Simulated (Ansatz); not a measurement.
# Nickel, fcc: convergence with cold smearing

Computed with Ansatz, r²SCAN, scalar-relativistic PAW, on the relaxed cell (a = 3.476 Å; ferromagnetic, net 0.74 μB per atom). Errors count from a run at 500 eV on a Γ-centred 25×25×25 mesh with Fermi-Dirac smearing of 0.05 eV, extrapolated to zero width. Fixed here: cutoff 500 eV, mesh 15×15×15.

| width (eV) | E(σ→0) error (meV/atom) | F error (meV/atom) | P (GPa) | sphere moment (μB) | SCF iterations |
| --- | --- | --- | --- | --- | --- |
| 0.01 | -0.9 | -0.9 | 0.07 | 0.79 | 34 |
| 0.03 | -0.9 | -1.0 | 0.09 | 0.79 | 21 |
| 0.1 | -1.3 | -1.4 | -0.09 | 0.78 | 20 |
| 0.2 | -1.2 | -1.6 | -0.07 | 0.77 | 18 |
| 0.3 | -1.2 | -2.8 | 0.11 | 0.78 | 18 |
| 1.0 | -9.7 | 77.7 | -0.88 | 1.06 | 19 |

Task: What does the run at 0.6 give (width)?

Result: E(σ→0) error (meV/atom): -14.4; F error (meV/atom): 2.6; P (GPa): 0.36; sphere moment (μB): 0.88; SCF iterations: 14.
